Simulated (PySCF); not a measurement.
**B97M-D3(BJ)/Sapporo-DZP (density fitting with def2-universal-jkfit) run of Cl2 (chlorine)**

We compute a structure relaxation of Cl2 (chlorine). Input form: a Python script.

The results are computed with PySCF 2.14.0.

8 further runs of the same task are left out: 2 that didn't finish, 6 set aside as unsound or not needed.

## (1) Starting point

Cl2: 2 atoms, total charge 0, spin state singlet. As SMILES, `ClCl`. Geometry: relaxed at GFN2-xTB. The run starts from this shape.

Bond lengths: Cl1–Cl2 2.016 Å.

## (2) A geometry optimisation at B97M-D3(BJ)/Sapporo-DZP (density fitting with def2-universal-jkfit)

mol.sdf

```

     RDKit          3D

  2  1  0  0  0  0  0  0  0  0999 V2000
    0.8599   -0.2863    0.4409 Cl  0  0  0  0  0  0  0  0  0  0  0  0
   -0.8599    0.2863   -0.4409 Cl  0  0  0  0  0  0  0  0  0  0  0  0
  2  1  1  0
M  END
$$$$
```

run.py

```python
from pyscf import gto, dft
from pyscf.geomopt.geometric_solver import kernel as optimise
from rdkit import Chem

rd = Chem.MolFromMolFile('mol.sdf', removeHs=False, sanitize=False)
xyz = rd.GetConformer().GetPositions()
geom = [(a.GetSymbol(), tuple(x)) for a, x in zip(rd.GetAtoms(), xyz)]
for s, x in geom:
    print('%-2s %12.6f %12.6f %12.6f' % (s, *x))

mol = gto.Mole()
mol.atom = geom
mol.verbose = 3
mol.charge = 0
mol.max_memory = 1860
mol.basis = 'sapporo-dzp'
mol.build()

mf = dft.RKS(mol)
mf.xc = 'b97m-d3bj'
mf = mf.density_fit(auxbasis='def2-universal-jkfit')
mf.diis_space = 16
converged, mol_eq = optimise(mf, maxsteps=100, convergence_set='GAU_TIGHT')
print('converged:', converged)
print(mol_eq.tostring())

mf.reset(mol_eq)
mol = mol_eq
mf.kernel()
energy = mf.e_tot
print(f'total energy: {energy:.8f} hartree')
```

Started as:

```sh
$ OMP_NUM_THREADS=1 python run.py
```

What values should one expect? Wanted: total energy at the end; dipole moment; HOMO energy; LUMO energy; HOMO–LUMO gap; bond length; dispersion energy.

Answer, from the run:

At B97M-D3(BJ)/Sapporo-DZP (density fitting with def2-universal-jkfit):

| quantity | value |
| --- | --- |
| total energy at the end | -920.21416 Eh |
| dipole moment | 0.00 D |
| HOMO energy | -7.82 eV |
| LUMO energy | -4.24 eV |
| HOMO–LUMO gap | 3.57 eV |
| bond length | 2.006 Å |
| dispersion energy | -14.43 kJ/mol |

**Reading.** At the final geometry: Bond lengths: Cl1–Cl2 2.006 Å. The optimisation took 4 steps and changed the energy by -0.001 eV.
